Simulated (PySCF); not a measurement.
C₃H₃FO.
Numbering: `[O:1]=[C:2]=[CH:3][CH2:4][F:5]` (hydrogens: H6 on C3; H7, H8 on C4)

Computed, not measured: PySCF 2.14.0, PBE0-D3(BJ)/def2-SVP geometry optimisation, gas phase.

Problem. Give the optimised bond lengths and angles.

Solution. 
```tsv
bond	length (Å)
O1=C2	1.159
C2=C3	1.320
C3–C4	1.492
C4–F5	1.376
C3–H6	1.093
C4–H7, C4–H8	1.102
```

Bonds in one row agree within 0.01 Å and their mean is given. A selection of angles:
```tsv
angle	degrees
O1–C2–C3	178.2
C2–C3–C4	122.5
C2–C3–H6	116.4
C4–C3–H6	120.8
C3–C4–F5	112.2
C3–C4–H7	110.7
C3–C4–H8	109.5
F5–C4–H7	108.4
H7–C4–H8	108.1
```

Dihedral angles: C2–C3–C4–F5 -100° (anticlinal). The mirror-image conformer, all signs reversed, is as good.

The C–C distances run from 1.320 Å (C2=C3, drawn double) to 1.492 Å (C3–C4, drawn single), a spread of 0.172 Å.

Point group: C1 (no symmetry element, even within 0.4 Å). Stationary, but not proved a minimum. One conformer, not necessarily the lowest.
